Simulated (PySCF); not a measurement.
Gas-phase reaction: B₂O₃ ⇌ B₂O₂ + O

Computed with PySCF (xtb for GFN2) and rigid-rotor harmonic-oscillator thermochemistry at 1 bar. The comparison is the NASA 1993 polynomial table, which mixes measured and estimated data. † marks an energy on the PBE0/def2-TZVP geometry and frequencies; other levels use their own. MP2 freezes the core. Open shells (unrestricted): O (multiplicity 3); the rest are closed-shell singlets. GFN2 has no spin-polarisation term. Spin-orbit splitting is ignored; it lowers the true energy and changes the entropy of O. B3LYP is the form with VWN-RPA correlation. MP2 isn't extrapolated to the basis-set limit. The table's entry may be an old estimate for B₂O₃, B₂O₂ (not checked at source). Warning, point group unlike the PBE0 one: B₂O₃ (GFN2-xTB, PBE/def2-SVP).

```json
[
 {"level": "table", "ΔH°(298 K), kJ": "629.1"},
 {"level": "B3LYP/def2-TZVP†", "ΔH°(298 K), kJ": "620.7"},
 {"level": "GFN2-xTB", "ΔH°(298 K), kJ": "?"},
 {"level": "HF/def2-TZVP†", "ΔH°(298 K), kJ": "?"},
 {"level": "M06-2X/def2-TZVP†", "ΔH°(298 K), kJ": "?"},
 {"level": "MP2/def2-SVP†", "ΔH°(298 K), kJ": "618.4"},
 {"level": "MP2/def2-TZVPP†", "ΔH°(298 K), kJ": "?"},
 {"level": "PBE/def2-SVP", "ΔH°(298 K), kJ": "657.9"}
]
```

### Question
Some entries are withheld; supply them.

### Answer

- GFN2-xTB, ΔH°(298 K), kJ: 1036.4
- HF/def2-TZVP†, ΔH°(298 K), kJ: 438.7
- M06-2X/def2-TZVP†, ΔH°(298 K), kJ: 653.7
- MP2/def2-TZVPP†, ΔH°(298 K), kJ: 637.1
